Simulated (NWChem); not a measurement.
Everything below was run with NWChem. System: dimethyl ether (C2H6O), charge 0, spin multiplicity 1, at a geometry optimised with PBE0/def2-SVP. Level: LDA (SVWN5)/def2-TZVP.

The NWChem input:

```
start mol
memory heap 200 mb stack 900 mb global 1100 mb
geometry units angstroms nocenter noautoz
  C     -1.161079     0.000000    -0.188064
  O      0.000000     0.000000     0.577790
  C      1.161079     0.000000    -0.188064
  H     -1.233042    -0.895231    -0.839514
  H     -1.233042     0.895231    -0.839514
  H     -2.021460     0.000000     0.496256
  H      1.233042    -0.895231    -0.839514
  H      2.021460     0.000000     0.496256
  H      1.233042     0.895231    -0.839514
  symmetry group C2v
end
basis spherical
  * library def2-tzvp
end
dft
  xc slater vwn_5
  semidirect memsize 60000000 filesize 0
  iterations 100
end
task dft energy
```

NWChem printed:

```
             Northwest Computational Chemistry Package (NWChem) 7.3.0
             --------------------------------------------------------

                                NWChem Input Module
                                -------------------

 Scaling coordinates for geometry "geometry" by  1.889725989
 (inverse scale =  0.529177249)

 Turning off AUTOSYM since
 SYMMETRY directive was detected!

                             Geometry "geometry" -> ""
                             -------------------------

 Output coordinates in angstroms (scale by  1.889725989 to convert to a.u.)

  No.       Tag          Charge          X              Y              Z
 ---- ---------------- ---------- -------------- -------------- --------------
    1 C                    6.0000    -1.16107900     0.00000000    -0.18806400
    2 O                    8.0000     0.00000000     0.00000000     0.57779000
    3 C                    6.0000     1.16107900     0.00000000    -0.18806400
    4 H                    1.0000    -1.23304200    -0.89523100    -0.83951400
    5 H                    1.0000    -1.23304200     0.89523100    -0.83951400
    6 H                    1.0000    -2.02146000     0.00000000     0.49625600
    7 H                    1.0000     1.23304200    -0.89523100    -0.83951400
    8 H                    1.0000     2.02146000     0.00000000     0.49625600
    9 H                    1.0000     1.23304200     0.89523100    -0.83951400

 Effective nuclear repulsion energy (a.u.)      84.3016847105

            Nuclear Dipole moment (a.u.)
            ----------------------------
        X                 Y               Z
 ---------------- ---------------- ----------------
     0.0000000000     0.0000000000     0.0000151178

      Symmetry information
      --------------------

 Group name             C2v
 Group number             16
 Group order               4
 No. of unique centers     4

      Symmetry unique atoms

     1    2    4    6


 Summary of "ao basis" -> "" (spherical)
 ------------------------------------------------------------------------------
       Tag                 Description            Shells   Functions and Types
 ---------------- ------------------------------  ------  ---------------------
 *                         def2-tzvp                  on all atoms

                                 NWChem DFT Module
                                 -----------------

 Summary of "ao basis" -> "ao basis" (spherical)
 ------------------------------------------------------------------------------
       Tag                 Description            Shells   Functions and Types
 ---------------- ------------------------------  ------  ---------------------
 C                         def2-tzvp                11       31   5s3p2d1f
 O                         def2-tzvp                11       31   5s3p2d1f
 H                         def2-tzvp                 4        6   3s1p

 Summary of "ao basis" -> "ao basis" (spherical)
 ------------------------------------------------------------------------------
       Tag                 Description            Shells   Functions and Types
 ---------------- ------------------------------  ------  ---------------------
 C                         def2-tzvp                11       31   5s3p2d1f
 O                         def2-tzvp                11       31   5s3p2d1f
 H                         def2-tzvp                 4        6   3s1p

      Symmetry analysis of basis
      --------------------------

        a1         46
        a2         20
        b1         39
        b2         24

            General Information
            -------------------
          SCF calculation type: DFT
          Wavefunction type:  closed shell.
          No. of atoms     :     9
          No. of electrons :    26
           Alpha electrons :    13
            Beta electrons :    13
          Charge           :     0
          Spin multiplicity:     1
          Use of symmetry is: on ; symmetry adaption is: on
          Maximum number of iterations: 100
          AO basis - number of functions:   129
                     number of shells:    57
          Convergence on energy requested:  1.00D-06
          Convergence on density requested:  1.00D-05
          Convergence on gradient requested:  5.00D-04

              XC Information
              --------------
                        Slater Exchange Functional  1.000 local
                      VWN V Correlation Functional  1.000 local

             Grid Information
             ----------------
          Grid used for XC integration:  medium
          Radial quadrature: Mura-Knowles
          Angular quadrature: Lebedev.
          Tag              B.-S. Rad. Rad. Pts. Rad. Cut. Ang. Pts.
          ---              ---------- --------- --------- ---------
          C                   0.70       49          10.0       434
          O                   0.60       49           8.0       434
          H                   0.35       45          11.0       434
          Grid pruning is: on
          Number of quadrature shells:   188
          Spatial weights used:  Erf1

          Convergence Information
          -----------------------
          Convergence aids based upon iterative change in
          total energy or number of iterations.
          Levelshifting, if invoked, occurs when the
          HOMO/LUMO gap drops below (HL_TOL):  1.00D-02
          DIIS, if invoked, will attempt to extrapolate
          using up to (NFOCK): 10 stored Fock matrices.

                    Damping( 0%)  Levelshifting(0.5)       DIIS
                  --------------- ------------------- ---------------
          dE  on:    start            ASAP                start
          dE off:    2 iters        100 iters           100 iters

      Screening Tolerance Information
      -------------------------------
          Density screening/tol_rho:  1.00D-10
          AO Gaussian exp screening on grid/accAOfunc:  14
          CD Gaussian exp screening on grid/accCDfunc:  20
          XC Gaussian exp screening on grid/accXCfunc:  20
          Schwarz screening/accCoul:  1.00D-08

      Superposition of Atomic Density Guess
      -------------------------------------

 Sum of atomic energies:        -153.12581886

      Non-variational initial energy
      ------------------------------

 Total energy =    -154.801351
 1-e energy   =    -373.555966
 2-e energy   =     134.452930
 HOMO         =      -0.342205
 LUMO         =       0.087202

      Symmetry analysis of molecular orbitals - initial
      -------------------------------------------------

  Numbering of irreducible representations:

     1 a1          2 a2          3 b1          4 b2

  Orbital symmetries:

     1 a1          2 a1          3 b1          4 a1          5 b1
     6 a1          7 b2          8 b1          9 a1         10 a2
    11 b1         12 a1         13 b2         14 a1         15 a1
    16 b1         17 a1         18 b2         19 b1         20 a2
    21 b1         22 a1         23 b2

------------------------------------------------------------
EAF file 0: "./mol.aoints.0" size=524288 bytes
------------------------------------------------------------
               write      read    awrite     aread      wait
               -----      ----    ------     -----      ----
     calls:        1         0         0         0         0
   data(b): 5.24e+05  0.00e+00  0.00e+00  0.00e+00
   time(s): 0.00e+00  0.00e+00  0.00e+00  0.00e+00  0.00e+00
rate(mb/s): 0.00e+00  0.00e+00
------------------------------------------------------------

   convergence    iter        energy       DeltaE   RMS-Dens  Diis-err    time
 ---------------- ----- ----------------- --------- --------- ---------  ------
 d= 0,ls=0.0,diis     1   -153.7222565867 -2.38D+02  7.36D-03  1.33D+00     2.0
 d= 0,ls=0.0,diis     2   -153.6944698464  2.78D-02  5.44D-03  9.61D-01     2.2
 d= 0,ls=0.0,diis     3   -153.7344666102 -4.00D-02  2.18D-03  5.80D-01     2.4
 d= 0,ls=0.0,diis     4   -153.7803182449 -4.59D-02  5.19D-04  9.34D-03     2.7
 d= 0,ls=0.0,diis     5   -153.7812328365 -9.15D-04  2.01D-04  1.21D-03     2.9
  Resetting Diis
 d= 0,ls=0.0,diis     6   -153.7813818040 -1.49D-04  2.56D-05  1.96D-05     3.1
 d= 0,ls=0.0,diis     7   -153.7813842122 -2.41D-06  8.58D-06  8.26D-07     3.3
 d= 0,ls=0.0,diis     8   -153.7813841437  6.85D-08  5.30D-06  1.82D-06     3.5

         Total DFT energy =     -153.781384143674
      One electron energy =     -376.463610218141
           Coulomb energy =      158.660865938579
    Exchange-Corr. energy =      -20.280324574610
 Nuclear repulsion energy =       84.301684710498

 Numeric. integr. density =       26.000013992547

     Total iterative time =      3.0s

                  Occupations of the irreducible representations
                  ----------------------------------------------

                     irrep           alpha         beta
                     --------     --------     --------
                     a1                6.0          6.0
                     a2                1.0          1.0
                     b1                4.0          4.0
                     b2                2.0          2.0

                       DFT Final Molecular Orbital Analysis
                       ------------------------------------

 Vector   11  Occ=2.000000D+00  E=-3.335365D-01  Symmetry=b1
              MO Center=  2.4D-14, -1.9D-14,  2.6D-02, r^2= 3.4D+00
   Bfn.  Coefficient  Atom+Function         Bfn.  Coefficient  Atom+Function
  ----- ------------  ---------------      ----- ------------  ---------------
     6      0.197358  1 C  px                68      0.197358  3 C  px
   107     -0.194571  6 H  s                119      0.194571  8 H  s
     8     -0.154720  1 C  pz                70      0.154720  3 C  pz
     9      0.137162  1 C  px                71      0.137162  3 C  px
   106     -0.127291  6 H  s                118      0.127291  8 H  s

 Vector   12  Occ=2.000000D+00  E=-2.794846D-01  Symmetry=a1
              MO Center= -5.9D-15,  3.8D-15,  3.0D-01, r^2= 2.1D+00
   Bfn.  Coefficient  Atom+Function         Bfn.  Coefficient  Atom+Function
  ----- ------------  ---------------      ----- ------------  ---------------
    39      0.356537  2 O  pz                42      0.279670  2 O  pz
    45      0.228096  2 O  pz                 8     -0.169162  1 C  pz
    70     -0.169162  3 C  pz                35      0.139286  2 O  s
    36      0.133298  2 O  s                 11     -0.117088  1 C  pz
    73     -0.117088  3 C  pz               107     -0.114075  6 H  s

 Vector   13  Occ=2.000000D+00  E=-2.182133D-01  Symmetry=b2
              MO Center=  5.9D-15,  3.3D-15,  1.1D-01, r^2= 1.9D+00
   Bfn.  Coefficient  Atom+Function         Bfn.  Coefficient  Atom+Function
  ----- ------------  ---------------      ----- ------------  ---------------
    38      0.422314  2 O  py                41      0.339087  2 O  py
    44      0.281607  2 O  py                96      0.152623  4 H  s
   102     -0.152623  5 H  s                114      0.152623  7 H  s
   126     -0.152623  9 H  s                 95      0.120583  4 H  s
   101     -0.120583  5 H  s                113      0.120583  7 H  s

 Vector   14  Occ=0.000000D+00  E= 1.393285D-02  Symmetry=a1
              MO Center= -1.9D-16, -1.6D-16, -5.4D-01, r^2= 5.9D+00
   Bfn.  Coefficient  Atom+Function         Bfn.  Coefficient  Atom+Function
  ----- ------------  ---------------      ----- ------------  ---------------
     5      1.996541  1 C  s                 67      1.996541  3 C  s
    96     -1.120766  4 H  s                102     -1.120766  5 H  s
   114     -1.120766  7 H  s                126     -1.120766  9 H  s
   108     -0.781670  6 H  s                120     -0.781670  8 H  s
    12     -0.470239  1 C  px                74      0.470239  3 C  px

 Vector   15  Occ=0.000000D+00  E= 5.252066D-02  Symmetry=a1
              MO Center=  5.7D-13, -3.9D-14, -4.3D-01, r^2= 5.9D+00
   Bfn.  Coefficient  Atom+Function         Bfn.  Coefficient  Atom+Function
  ----- ------------  ---------------      ----- ------------  ---------------
    36      1.828427  2 O  s                  5     -1.282003  1 C  s
    67     -1.282003  3 C  s                 12     -0.622391  1 C  px
    74      0.622391  3 C  px                96      0.516446  4 H  s
   102      0.516446  5 H  s                114      0.516446  7 H  s
   126      0.516446  9 H  s                 45     -0.383160  2 O  pz

 Vector   16  Occ=0.000000D+00  E= 5.793602D-02  Symmetry=b1
              MO Center= -6.6D-13,  7.3D-14, -5.1D-01, r^2= 8.4D+00
   Bfn.  Coefficient  Atom+Function         Bfn.  Coefficient  Atom+Function
  ----- ------------  ---------------      ----- ------------  ---------------
     5      3.453201  1 C  s                 67     -3.453201  3 C  s
    96     -1.371642  4 H  s                102     -1.371642  5 H  s
   114      1.371642  7 H  s                126      1.371642  9 H  s
   108     -1.082893  6 H  s                120      1.082893  8 H  s
    43      0.460858  2 O  px                12      0.325243  1 C  px

 center of mass
 --------------
 x =   0.00000000 y =   0.00000000 z =   0.09621078

 moments of inertia (a.u.)
 ------------------
          45.129962628800           0.000000000000           0.000000000000
           0.000000000000         200.433327320169           0.000000000000
           0.000000000000           0.000000000000         178.378433819616

     Multipole analysis of the density
     ---------------------------------

     L   x y z        total         alpha         beta         nuclear
     -   - - -        -----         -----         ----         -------
     0   0 0 0     -0.000000    -13.000000    -13.000000     26.000000

     1   1 0 0     -0.000000     -0.000000     -0.000000      0.000000
     1   0 1 0      0.000000      0.000000      0.000000      0.000000
     1   0 0 1     -0.438029     -0.219022     -0.219022      0.000015

     2   2 0 0    -13.118215    -60.895395    -60.895395    108.672575
     2   1 1 0      0.000000      0.000000      0.000000      0.000000
     2   1 0 1      0.000000      0.000000      0.000000      0.000000
     2   0 2 0    -15.383033    -13.415494    -13.415494     11.447954
     2   0 1 1     -0.000000     -0.000000     -0.000000      0.000000
     2   0 0 2    -16.075161    -19.477167    -19.477167     22.879174

 Task  times  cpu:        3.5s     wall:        3.5s

 Total times  cpu:        3.6s     wall:        3.6s
```
